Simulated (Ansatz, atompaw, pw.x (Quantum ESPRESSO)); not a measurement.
**Be: one change to the PAW (atompaw) potential, in the atom and in the bcc crystal**

atompaw 4.2.0.5 input, output lines left out:

```
Be 4
LDA-PW scalarrelativistic loggrid 1500 logderivrange -2 5 176
2 2 0 0 0 0
2 1 0
0 0 0
c
v
v
2
3.00 2.80 2.80 2.80
y
0.05
n
y
0.65
n
y
0.4
y
2.65
n
custom rrkj gramschmidtortho sinc
3 0 troulliermartins
3.00
3.00
3.00
3.00
3.00
3.00
```

Change: all radii scaled by about 0.74 (s 2.22, p 2.22, d 2.22 bohr); local potential troulliermartins scheme with l = 3 at 0 Ry, radius 2.08 bohr; augmentation sinc compensation charge, radius 2.08 bohr; PAW radius 2.22 bohr; waves and projectors: custom rrkj gramschmidtortho; core correction smooth core density matched at 2.08 bohr.

Cutoffs, loose and tight: the cutoffs (Ry, on a coarse ladder) from which the occupation-weighted sum of valence levels, in a spherical-Bessel basis at the reference potential, stays within 10 and 1 mRy of its value at 400 Ry. They see the waves and projectors alone, not the compensation charge or the core.

Crystal test: bcc Be in pw.x 7.5, no spin, 18³ k-points, Fermi–Dirac smearing 0.01 Ry, cutoffs set for each file from its atomic test. The reference is all-electron LAPW (Ansatz 0.2.0) with the same functional, mesh and smearing; V0 and B0 come from Birch–Murnaghan fits to the pressures at five volumes. Errors are pseudo minus all-electron; Δ is the rms difference of the E(V) curves that follow from these fits, minima aligned, over ±6 % about the mean V0. Mesh and smearing are coarse, so the numbers serve the comparison and aren't converged zero-temperature values; the lattice is a test structure that the element need not adopt.

All-electron: a0 = 2.461 Å (V0 = 7.46 Å³/atom), B0 = 132.0 GPa.

Does the change bring the crystal closer to the all-electron result?

The mean pressure error goes from -1.07 to +0.08 GPa, so the change moves the solid closer to the all-electron pressures.

```
                 quantity       base    changed
           outcome (atom)  generated  generated
     cutoff, loose (atom)       6 Ry       6 Ry
     cutoff, tight (atom)       6 Ry       6 Ry
      bound ghosts (atom)       none       none
     cutoffs in pw.x (Ry)     40/400     40/400
                   a0 (Å)      2.455      2.462
             a0 error (%)      -0.27      +0.02
             B0 error (%)       +1.7       +0.9
             Δ (meV/atom)        1.7        0.1
mean pressure error (GPa)      -1.07      +0.08
```

Base: The largest radius (3.00 bohr) exceeds half the bond length (2.01 bohr), so the spheres overlap, which is one possible source of error among others. Changed file: The largest radius (2.22 bohr) exceeds half the bond length (2.01 bohr), so the spheres overlap, which is one possible source of error among others. The atomic cutoffs weigh occupied waves only.
